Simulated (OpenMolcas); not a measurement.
# C2H2O2 (glyoxal): a line through the functionals

The species is C2H2O2 (6 atoms), meant as a singlet with charge 0. SMILES: `O=CC=O`. Geometry: relaxed at PBE0-D4/def2-TZVP. This is one conformer, not always the lowest.

The HOMO–LUMO gap y, in eV, basis aug-cc-pVDZ; a is the functional's share of exact exchange. Programs: OpenMolcas 26.06.

```
functional     program     a  y (eV)
       PBE  OpenMolcas     0    1.96
    revPBE  OpenMolcas     0    2.00
     B3LYP  OpenMolcas   0.2    4.21
      PBE0  OpenMolcas  0.25       ?
     BHLYP  OpenMolcas   0.5    7.51
```

Problem. Fit y = c + s·a to the known rows and predict PBE0.

Solution. 
1. Means of the 4 rows: a = 0.1750, y = 3.920.
2. Σ(Δa)² = 0.1675, Σ(Δa·Δy) = 1.853, so the slope is 1.853/0.1675 = 11.063.
3. Intercept: 3.920 − (11.063) × 0.1750 = 1.984. The largest residual of the fit is 0.024.
4. PBE0: 1.984 + (11.063) × 0.25 = 4.75 eV.

The run gave 4.69 eV, so the prediction is off by +0.06 eV, more than the scatter of the fit. Exact exchange lowers occupied levels and raises empty ones. The rows mix families of semi-local functionals, which the line can't see.
